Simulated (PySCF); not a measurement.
**Changing the system itself: MgH**

Aim: change spin, charge, geometry, field or solvent of MgH, one at a time, and compare with the base run.

The runs use PySCF 2.14.0; method and basis as typed in the scripts.

3 further runs of the same task are left out: 3 that didn't finish.

### Step 1. The system as given

MgH: 2 atoms, charge 0, spin multiplicity 2.

Bond lengths: Mg1–H2 1.926 Å.

### Step 2. The run that the others are compared with

input.py

```python
from pyscf import gto, dft, tdscf

mol = gto.M(
    atom='Mg 0 0 0; H 0 0 1.926',
    basis='cc-pvdz-dk',
    charge=0,
    spin=1,
    symmetry=True,
    verbose=4,
)
mf = dft.UKS(mol, xc='m06')
mf = mf.sfx2c1e()
mf.kernel()
td = tdscf.TDDFT(mf)
td.nstates = 4
td.kernel()
td.analyze()
mf.dip_moment()
print('orbital energies (hartree):', [e[max(0, n-3):n+3].round(4) for e, n in zip(mf.mo_energy, mol.nelec)])
```

Started as:

```sh
OMP_NUM_THREADS=1 python input.py
```

Its log is not repeated here.

Base result: E(SCF) = -200.906968 Eh, 9 cycles, ⟨S²⟩ = 0.753, μ = 1.38 D, excitations 2.53, 2.53, 3.29, 4.86 eV.

The bond length is a typed value, not an optimised one.

### Step 3. Electric field 0.001 a.u.

Variant 1 changes electric field: none → 0.001 a.u.; point-group symmetry: on → off.

input.py

```python
from pyscf import gto, dft, tdscf

mol = gto.M(
    atom='Mg 0 0 0; H 0 0 1.926',
    basis='cc-pvdz-dk',
    charge=0,
    spin=1,
    verbose=4,
)
mf = dft.UKS(mol, xc='m06')
mf = mf.sfx2c1e()
field = 0.001  # electric field along z, atomic units
h = mf.get_hcore() + field*mol.intor('int1e_r')[2]
mf.get_hcore = lambda *args: h
e_nuc = mol.energy_nuc() - field*mol.atom_charges() @ mol.atom_coords()[:, 2]
mf.energy_nuc = lambda *args: e_nuc
mf.kernel()
td = tdscf.TDDFT(mf)
td.nstates = 4
td.kernel()
td.analyze()
mf.dip_moment()
print('orbital energies (hartree):', [e[max(0, n-3):n+3].round(4) for e, n in zip(mf.mo_energy, mol.nelec)])
```

Started as:

```sh
OMP_NUM_THREADS=1 python input.py
```

### Step 4. Bond 2.061 Å

Variant 2 changes bond length: 1.926 Å → 2.061 Å.

Edit input.py of step 2 so:

```diff
@@ -3,3 +3,3 @@
 mol = gto.M(
-    atom='Mg 0 0 0; H 0 0 1.926',
+    atom='Mg 0 0 0; H 0 0 2.061',
     basis='cc-pvdz-dk',
```

### Step 5. Electric field -0.01 a.u.

Variant 3 changes electric field: none → -0.01 a.u.; point-group symmetry: on → off.

Edit input.py of step 2 so:

```diff
@@ -7,3 +7,2 @@
     spin=1,
-    symmetry=True,
     verbose=4,
@@ -12,2 +11,7 @@
 mf = mf.sfx2c1e()
+field = -0.01  # electric field along z, atomic units
+h = mf.get_hcore() + field*mol.intor('int1e_r')[2]
+mf.get_hcore = lambda *args: h
+e_nuc = mol.energy_nuc() - field*mol.atom_charges() @ mol.atom_coords()[:, 2]
+mf.energy_nuc = lambda *args: e_nuc
 mf.kernel()
```

### Step 6. Lengths in bohr

Variant 4 changes length unit: angstrom → bohr; bond length: 1.926 Å → 1.926 bohr.

Edit input.py of step 2 so:

```diff
@@ -7,2 +7,3 @@
     spin=1,
+    unit='bohr',
     symmetry=True,
```

Before running it: what results should come out? Wanted: for each run, E(SCF); from base; gap, α spin; SCF dipole; after the SCF.

As calculated:

```tsv
run	E(SCF) (hartree)	from base (eV)	cycles	gap, α spin (eV)	SCF dipole (D)	after the SCF
base	-200.906968	0	9	3.68	1.38	lowest root found 2.53 eV
electric field 0.001 a.u.	-200.906455	+0.0139	9	3.70	1.23	lowest root found 2.54 eV
bond 2.061 Å	-200.902017	+0.1347	9	3.80	1.63	lowest root found 2.64 eV
electric field -0.01 a.u.	-200.915206	-0.2242	10	3.56	2.80	lowest root found 2.40 eV
lengths in bohr (poor choice)	-200.695660	not comparable	8	2.97	0.55	lowest root found 1.73 eV
```

What this shows: The largest comparable shift of the SCF energy, -0.224 eV, comes with the run “electric field -0.01 a.u.”. Rows marked «poor choice» come from settings spoiled on purpose.
